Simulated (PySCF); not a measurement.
**Electric properties by functional and basis**

3-methylenepent-1-yne, C₆H₈.
SMILES with atom numbers: `[CH:1]#[C:2][C:3](=[CH2:4])[CH2:5][CH3:6]` (hydrogens: H7 on C1; H8, H9 on C4; H10, H11 on C5; H12, H13, H14 on C6)

Geometry (PBE0-D3(BJ)/def2-SVP, Å), atoms numbered from 1 in this order:
```
atom  x, y, z in Å
C1     2.119   -1.400   -0.639
C2     1.405   -0.581   -0.097
C3     0.523    0.342    0.552
C4     0.898    1.615    0.767
C5    -0.830   -0.194    0.955
C6    -1.685   -0.614   -0.234
H7     2.762   -2.113   -1.121
H8     0.224    2.318    1.262
H9     1.880    1.979    0.457
H10   -1.348    0.576    1.548
H11   -0.679   -1.060    1.622
H12   -1.177   -1.385   -0.833
H13   -1.891    0.242   -0.894
H14   -2.649   -1.026    0.101
```

PySCF, dipoles from the SCF density, polarisabilities from static response with core orbitals frozen. One conformer (not necessarily the lowest) at the PBE0-D3(BJ)/def2-SVP geometry, without solvent, vibrations or thermal averaging.

**Question.** Compare the levels for these properties.

**Answer.** 

```json
{"level": "LDA/def2-SVPD", "μ (D)": "0.542", "α (au)": "77.10", "anisotropy (au)": "37.04"}
{"level": "PBE/def2-SVPD", "μ (D)": "0.526", "α (au)": "76.18", "anisotropy (au)": "37.12"}
{"level": "B3LYP/def2-SVPD", "μ (D)": "0.509", "α (au)": "74.81", "anisotropy (au)": "36.32"}
{"level": "PBE0/def2-SVPD", "μ (D)": "0.516", "α (au)": "73.98", "anisotropy (au)": "35.84"}
{"level": "BHandHLYP/def2-SVPD", "μ (D)": "0.498", "α (au)": "72.88", "anisotropy (au)": "35.35"}
{"level": "CAM-B3LYP/def2-SVPD", "μ (D)": "0.499", "α (au)": "73.56", "anisotropy (au)": "35.14"}
{"level": "wB97X-D/def2-SVPD", "μ (D)": "0.517", "α (au)": "73.89", "anisotropy (au)": "34.90"}
{"level": "LC-wPBE/def2-SVPD", "μ (D)": "0.497", "α (au)": "71.35", "anisotropy (au)": "33.66"}
{"level": "HF/def2-SVPD", "μ (D)": "0.498", "α (au)": "71.67", "anisotropy (au)": "34.89"}
{"level": "PBE0/6-31G*", "μ (D)": "0.415", "α (au)": "60.22", "anisotropy (au)": "43.30"}
{"level": "PBE0/def2-SVP", "μ (D)": "0.483", "α (au)": "63.84", "anisotropy (au)": "40.85"}
{"level": "PBE0/def2-TZVP", "μ (D)": "0.548", "α (au)": "72.16", "anisotropy (au)": "38.51"}
```

The anisotropy is √(½[(α1 − α2)² + (α2 − α3)² + (α3 − α1)²]). The dipole runs from 0.41 D (PBE0/6-31G*) to 0.55 D (PBE0/def2-TZVP). No reference polarisability is at hand; against PBE0 in the largest diffuse basis at hand (def2-SVPD) the other PBE0 rows deviate by 6-31G* -19%, def2-SVP -14%, def2-TZVP -2%. In one basis (def2-SVPD) the functionals order the polarisability from LC-wPBE (lowest) to LDA (highest), a spread of 8%. With PBE0 the polarisability is 65.41 au without diffuse functions (mean of 6-31G*, def2-SVP and def2-TZVP) and 73.98 au with them (def2-SVPD).
